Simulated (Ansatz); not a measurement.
The same path of C₂H₂S₂ (6 atoms, charge 0, multiplicity 1) was run twice with different band settings. Lost on the way: S1–H5. Made: C2–H5.

Level of theory: RKS PBE-D4/cc-pVDZ (Ansatz).

Relaxed end points:

```xyz
6
Properties=species:S:1:pos:R:3
S 1.425 -0.290 -1.826
C 0.338 -0.204 -0.538
C -0.310 -0.245 0.516
S -1.384 -0.449 1.801
H 0.826 0.632 -2.652
H -0.852 0.492 2.653
```

```xyz
6
Properties=species:S:1:pos:R:3
S 1.671 -0.945 -0.979
C 0.352 0.135 -1.063
C -0.020 0.248 0.232
S -1.148 -0.412 1.270
H -0.039 0.679 -1.943
H -0.773 0.229 2.436
```

Common settings: spring 5.0 eV/Å²; optimiser quadratic models (default); start path through a guess of the saddle point; force threshold 0.05 eV/Å; end points relaxed.

| run | movable images | climbing image | iteration limit |
| --- | --- | --- | --- |
| 1 | 7 | yes | 40 |
| 2 | 4 | no | 60 |

Question: What does each run give, and how far can it be trusted?

Answer: Run 1: converged after 18 iterations, highest image 1.298 eV above the first end. A vibrational analysis at the climbing image gives one clearly imaginary mode, 850i cm⁻¹: a first-order saddle point.
Run 2: converged after 19 iterations, highest image 1.265 eV above the first end. No image climbed, so the highest image needn't sit at the top of the path.
The orbitals stay closed-shell, which can raise the energy where a bond breaks towards radicals; this wasn't checked here.
